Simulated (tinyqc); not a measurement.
UKS/LDA (VWN5) in the sto-3g basis, for NH, spin multiplicity 3, step by step. One step of it, computed by the program tinyqc.

Problem. Iteration 2: building the Kohn-Sham matrix. J_ij = sum D_kl (ij|kl) with D = D(alpha) + D(beta); F = H + J + V_xc; E = tr D H + tr D J / 2 + E_xc + E_nn.

D(alpha) after iteration 1, order 1N 1s, 1N 2s, 1N 2px, 1N 2py, 1N 2pz, 2H 1s:
```
[[1.054454, -0.232528, 0.000000, 0.000000, 0.038935, -0.029994],
 [-0.232528, 0.994351, 0.000000, 0.000000, -0.159917, 0.090392],
 [0.000000, 0.000000, 1.000000, 0.000000, 0.000000, 0.000000],
 [0.000000, 0.000000, 0.000000, 1.000000, 0.000000, 0.000000],
 [0.038935, -0.159917, 0.000000, 0.000000, 0.591839, 0.311497],
 [-0.029994, 0.090392, 0.000000, 0.000000, 0.311497, 0.349598]]
```

D(beta) after iteration 1, order 1N 1s, 1N 2s, 1N 2px, 1N 2py, 1N 2pz, 2H 1s:
```
[[1.003857, -0.039591, 0.000000, 0.000000, -0.075465, -0.070030],
 [-0.039591, 0.258475, 0.000000, 0.000000, 0.277156, 0.245521],
 [0.000000, 0.000000, 0.978577, -0.144789, 0.000000, 0.000000],
 [0.000000, 0.000000, -0.144789, 0.021423, 0.000000, 0.000000],
 [-0.075465, 0.277156, 0.000000, 0.000000, 0.348955, 0.218306],
 [-0.070030, 0.245521, 0.000000, 0.000000, 0.218306, 0.276113]]
```

core Hamiltonian H = T + V (hartree), order 1N 1s, 1N 2s, 1N 2px, 1N 2py, 1N 2pz, 2H 1s:
```
[[-24.481098, -5.628557, 0.000000, 0.000000, -0.004735, -0.211497],
 [-5.628557, -6.543239, 0.000000, 0.000000, -0.060405, -0.649400],
 [0.000000, 0.000000, -5.186708, 0.000000, 0.000000, 0.000000],
 [0.000000, 0.000000, 0.000000, -5.186708, 0.000000, 0.000000],
 [-0.004735, -0.060405, 0.000000, 0.000000, -5.214286, -0.626526],
 [-0.211497, -0.649400, 0.000000, 0.000000, -0.626526, -2.466185]]
```

Two-electron integrals (ij|kl) in chemists' order, unique and non-zero (hartree):
```
(11|11) 4.166630   (21|11) 0.640849   (21|21) 0.117461   (22|11) 0.969864
(22|21) 0.220936   (22|22) 0.708245   (31|31) 0.020960   (32|31) 0.032452
(32|32) 0.156449   (33|11) 0.967124   (33|21) 0.220977   (33|22) 0.708086
(33|33) 0.762805   (41|41) 0.020960   (42|41) 0.032452   (42|42) 0.156449
(43|43) 0.041119   (44|11) 0.967124   (44|21) 0.220977   (44|22) 0.708086
(44|33) 0.680568   (44|44) 0.762805   (51|51) 0.020960   (52|51) 0.032452
(52|52) 0.156449   (53|53) 0.041119   (54|54) 0.041119   (55|11) 0.967124
(55|21) 0.220977   (55|22) 0.708086   (55|33) 0.680568   (55|44) 0.680568
(55|55) 0.762805   (61|11) 0.024072   (61|21) 0.004382   (61|22) 0.008213
(61|33) 0.008197   (61|44) 0.008197   (61|51) 0.000220   (61|52) 0.000419
(61|55) 0.008244   (61|61) 0.000166   (62|11) 0.080212   (62|21) 0.018594
(62|22) 0.069020   (62|33) 0.067565   (62|44) 0.067565   (62|51) 0.001524
(62|52) 0.013287   (62|55) 0.071859   (62|61) 0.000713   (62|62) 0.010205
(63|31) 0.001595   (63|32) 0.010165   (63|53) 0.002497   (63|63) 0.001122
(64|41) 0.001595   (64|42) 0.010165   (64|54) 0.002497   (64|64) 0.001122
(65|11) 0.076209   (65|21) 0.017845   (65|22) 0.070385   (65|33) 0.067484
(65|44) 0.067484   (65|51) 0.002710   (65|52) 0.021530   (65|55) 0.076106
(65|61) 0.000702   (65|62) 0.012420   (65|65) 0.015990   (66|11) 0.285641
(66|21) 0.067126   (66|22) 0.284583   (66|33) 0.276169   (66|44) 0.276169
(66|51) 0.004689   (66|52) 0.058537   (66|55) 0.301254   (66|61) 0.002567
(66|62) 0.061589   (66|65) 0.084659   (66|66) 0.774606
```

nuclear repulsion = 2.00121041 hartree

V_xc(alpha) (hartree), order 1N 1s, 1N 2s, 1N 2px, 1N 2py, 1N 2pz, 2H 1s:
```
[[-2.557705, -0.365009, 0.000000, 0.000000, 0.001515, -0.013755],
 [-0.365009, -0.695552, 0.000000, 0.000000, 0.005401, -0.062622],
 [0.000000, 0.000000, -0.703928, 0.001504, 0.000000, 0.000000],
 [0.000000, 0.000000, 0.001504, -0.693990, 0.000000, 0.000000],
 [0.001515, 0.005401, 0.000000, 0.000000, -0.676741, -0.063815],
 [-0.013755, -0.062622, 0.000000, 0.000000, -0.063815, -0.382032]]
```

V_xc(beta) (hartree), order 1N 1s, 1N 2s, 1N 2px, 1N 2py, 1N 2pz, 2H 1s:
```
[[-2.519446, -0.344901, 0.000000, 0.000000, -0.005780, -0.013138],
 [-0.344901, -0.577531, 0.000000, 0.000000, -0.052269, -0.057613],
 [0.000000, 0.000000, -0.625664, 0.014599, 0.000000, 0.000000],
 [0.000000, 0.000000, 0.014599, -0.529711, 0.000000, 0.000000],
 [-0.005780, -0.052269, 0.000000, 0.000000, -0.565642, -0.062225],
 [-0.013138, -0.057613, 0.000000, 0.000000, -0.062225, -0.365637]]
```

E_xc = sum of w rho eps_xc = -6.72543721 hartree

Give: Coulomb J; F(alpha); F(beta); total energy of this density.

Solution.

Coulomb J (hartree), order 1N 1s, 1N 2s, 1N 2px, 1N 2py, 1N 2pz, 2H 1s:
```
[[13.562, 2.475, 0.000, 0.000, 0.013, 0.093],
 [2.475, 5.851, 0.000, 0.000, 0.103, 0.573],
 [0.000, 0.000, 5.890, -0.012, 0.000, 0.000],
 [0.000, 0.000, -0.012, 5.812, 0.000, 0.000],
 [0.013, 0.103, 0.000, 0.000, 5.833, 0.592],
 [0.093, 0.573, 0.000, 0.000, 0.592, 2.648]]
```

F(alpha) (hartree), order 1N 1s, 1N 2s, 1N 2px, 1N 2py, 1N 2pz, 2H 1s:
```
[[-13.476, -3.518, 0.000, 0.000, 0.010, -0.133],
 [-3.518, -1.388, 0.000, 0.000, 0.048, -0.139],
 [0.000, 0.000, 0.000, -0.010, 0.000, 0.000],
 [0.000, 0.000, -0.010, -0.069, 0.000, 0.000],
 [0.010, 0.048, 0.000, 0.000, -0.058, -0.098],
 [-0.133, -0.139, 0.000, 0.000, -0.098, -0.200]]
```

F(beta) (hartree), order 1N 1s, 1N 2s, 1N 2px, 1N 2py, 1N 2pz, 2H 1s:
```
[[-13.438, -3.498, 0.000, 0.000, 0.002, -0.132],
 [-3.498, -1.270, 0.000, 0.000, -0.010, -0.134],
 [0.000, 0.000, 0.078, 0.003, 0.000, 0.000],
 [0.000, 0.000, 0.003, 0.095, 0.000, 0.000],
 [0.002, -0.010, 0.000, 0.000, 0.053, -0.096],
 [-0.132, -0.134, 0.000, 0.000, -0.096, -0.183]]
```

total energy of this density = -53.50154 hartree

This density is a damped mixture and is not idempotent.
